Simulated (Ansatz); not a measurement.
Input file:

```yaml
crystal:
  periodic: [false, false, false]
  atoms:
    - {symbol: C, position_ang: [0.023026, 0.012154, 0.002804]}
    - {symbol: H, position_ang: [0.486188, 0.650539, 0.643619]}
    - {symbol: H, position_ang: [-0.696809, -0.638628, 0.635167]}
    - {symbol: H, position_ang: [-0.608714, 0.561000, -0.608066]}
    - {symbol: H, position_ang: [0.544960, -0.717743, -0.704127]}
basis:
  gaussian: {orbitals: cc-pVTZ}
magnetization: {spin_polarized: false}
correlation: {method: ccsdt_q, electrons: outside_noble_gas}
```

```sh
$ ansatz run in.yaml --threads 1 --pin off --events-out ev --progress --plain --max-ram 2393MiB
```

The program prints:

```
1083 factors; integrals over basis functions are off by at most 1.9e-7 eV
mean field evaluation 1: about -1092.6092 eV, gradient 2.2e1 eV
mean field evaluation 2: about -1092.6096 eV, gradient 2.2e1 eV
mean field evaluation 4: about -1093.8008 eV, gradient 1.5e0 eV
mean field evaluation 8: about -1093.8127 eV, gradient 2.0e-4 eV
mean field evaluation 16: about -1093.8125 eV, gradient 2.1e-1 eV
mean field -1093.81271852 eV, -40.1968759928 hartree, gradient 2.1e-6 eV, S^2 0.000000; 0 other end points of the search recorded, 0 dependent functions left out
1 core orbitals not correlated: weight in the atoms' cores, before any rotation towards them, 1.000 or more for the frozen orbitals, at most 0.000 for the correlated occupied ones
reference -1093.81271852 eV, -40.1968759928 hartree; 4, 4 occupied and 81, 81 virtual orbitals, 1083 factors
second order -5.41782814 eV of doubles, -0.00000000 eV of singles
cycle   1  -5.80546430 eV  change   -3.9e-1 eV  update   5.3e-2
cycle   2  -6.08691569 eV  change   -2.8e-1 eV  update   2.0e-2
cycle   3  -6.16373929 eV  change   -7.7e-2 eV  update   7.3e-3
cycle   4  -6.15127733 eV  change    1.2e-2 eV  update   1.5e-3
cycle   5  -6.15277232 eV  change   -1.5e-3 eV  update   4.5e-4
cycle   6  -6.15311844 eV  change   -3.5e-4 eV  update   1.2e-4
cycle   7  -6.15302292 eV  change    9.6e-5 eV  update   2.7e-5
cycle   8  -6.15305286 eV  change   -3.0e-5 eV  update   8.8e-6
cycle   9  -6.15306176 eV  change   -8.9e-6 eV  update   2.4e-6
cycle  10  -6.15305740 eV  change    4.4e-6 eV  update   7.2e-7
cycle  11  -6.15305852 eV  change   -1.1e-6 eV  update   2.2e-7
cycle  12  -6.15305846 eV  change    5.5e-8 eV  update   5.4e-8
perturbative correction -0.00428034 eV, -0.0001572996 hartree
Total energy: -1099.97005732 eV, -40.4231540201 hartree
```

Ran on 1 thread of Arm Neoverse V2, shared host: 1.9 min wall, 1 GiB peak host memory.
